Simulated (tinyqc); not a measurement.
Hueckel theory of the pi electrons with the omega technique, for the molecule c1cc[cH-]c1 (SMILES; centres numbered as the heavy atoms are written), step by step. One step of it, computed by the program tinyqc.

Question. Omega technique, round 2. h_r = h_r(0) + omega q_r, omega = 1.4, with q_r = z_r - P_rr; 0.5 of the old diagonal is kept.

Hueckel matrix in units of beta (H = alpha + beta A), lower triangle:
```
          1C        2C        3C        4C        5C
1C  0.000000
2C  1.000000  0.000000
3C  0.000000  1.000000  0.000000
4C  0.000000  0.000000  1.000000  0.000000
5C  1.000000  0.000000  0.000000  1.000000  0.000000
```

charge and bond-order matrix P, lower triangle:
```
           1C         2C         3C        4C        5C
1C   1.200000
2C   0.647214   1.200000
3C  -0.247214   0.647214   1.200000
4C  -0.247214  -0.247214   0.647214  1.200000
5C   0.647214  -0.247214  -0.247214  0.647214  1.200000
```

Centres:
```
centre  z_r, pi electrons of the neutral centre         h
1C                                            1  0.000000
2C                                            1  0.000000
3C                                            1  0.000000
4C                                            1  0.000000
5C                                            1  0.000000
```

Give: matrix after round 2.

Answer.

matrix after round 2, lower triangle:
```
        1C      2C      3C      4C      5C
1C  -0.210
2C   1.000  -0.210
3C   0.000   1.000  -0.210
4C   0.000   0.000   1.000  -0.210
5C   1.000   0.000   0.000   1.000  -0.210
```
